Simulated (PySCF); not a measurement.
C₃H₅F₃.
Atom-mapped SMILES: `[CH3:1][CH2:2][C:3]([F:4])([F:5])[F:6]` (hydrogens: H7, H8, H9 on C1; H10, H11 on C2)

Jobs on this species (11 atoms, 50 electrons) with PySCF (density fitting). Hardware of each: one thread, x86-64 server, shared host. Times come from a shared host and carry two figures at best.

```tsv
level and settings	work	basis functions	SCF cycles	wall time
wB97X-D/pcSseg-2	shieldings	286	?	?
PBE0/pcSseg-2	shieldings	286	?	?
BLYP/pcSseg-2	shieldings	286	14	54 s
B97-D/pcSseg-2	shieldings	286	14	48 s
PBE0-D3(BJ)/def2-SVP, grid level 1	geometry optimisation from an MMFF94s start	109	43	23 s
HF/pcSseg-2	shieldings	286	10	20 s
LDA/pcSseg-2	shieldings	286	14	44 s
PBE/pcSseg-2	shieldings	286	14	52 s
KT3/pcSseg-2	shieldings	286	14	55 s
```

Question: Fill in the missing figures.

Answer: 
- wB97X-D/pcSseg-2; shieldings: 40 s, 12 SCF cycles
- PBE0/pcSseg-2; shieldings: 39 s, 12 SCF cycles

Question: What do all jobs in the table cost together?

Answer: About 6.2 min; the longest takes about 15 % of that, and about 2.8 times as long as the shortest.
